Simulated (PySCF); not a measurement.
SiH under electron impact: the energy ladder

PBE0 in PySCF with def2-TZVPPD on every atom, for the lowest determinant that a PBE0 search found; no spin–orbit coupling.

| species | state (unpaired electrons) | Re (Å) | ωe (cm⁻¹) | energy of the minimum from the neutral (eV) | De (eV) | dissociates to |
| --- | --- | --- | --- | --- | --- | --- |
| SiH | doublet (π ↑) | 1.531 | 2024 | 0.00 | 3.10 | Si + H |
| SiH⁺ | singlet (closed shell) | 1.519 | 2124 | 8.07 | 3.24 | Si⁺ + H |
| SiH⁻ | triplet (π ↑↑) | 1.559 | 1840 | -1.20 | 3.05 | Si⁻ + H |

Task: Work out the lowest energy to break SiH into atoms, from its vibrational ground state.

Result: D0 = De − ωe/2 = 3.10 − 0.13 = 2.97 eV (PBE0/def2-TZVPPD).

Task: Work out the ionisation energy of the Si atom at this level and the threshold of dissociative ionisation.

Result: IE(Si) = 8.07 + 3.24 − 3.10 = 8.21 eV, so Si⁺ + H + e⁻ appears at D0 + IE(Si) = 11.18 eV (PBE0/def2-TZVPPD). The measured IE(Si) is 8.152 eV (NIST ASD).

Task: Work out the electron affinity of the Si atom and the threshold of dissociative attachment.

Result: EA(Si) = 3.10 − 3.05 − (-1.20) = 1.25 eV, so Si⁻ + H needs D0 − EA(Si) = 1.72 eV (PBE0/def2-TZVPPD). The measured EA(Si) is 1.39 eV.

These are thermodynamic thresholds; the onsets seen under electron impact lie higher where the geometry changes, and cross-sections peak well above them.

For an ion De counts to the pair picked by the measured ionisation energies or electron affinities, which need not be the lowest pair at this level. The highest Kohn–Sham level is positive in this anion. Much of that is self-interaction error, but it also means that the finite basis helps to hold the extra electron. States were picked by a PBE0 search and need not be the measured ground states.
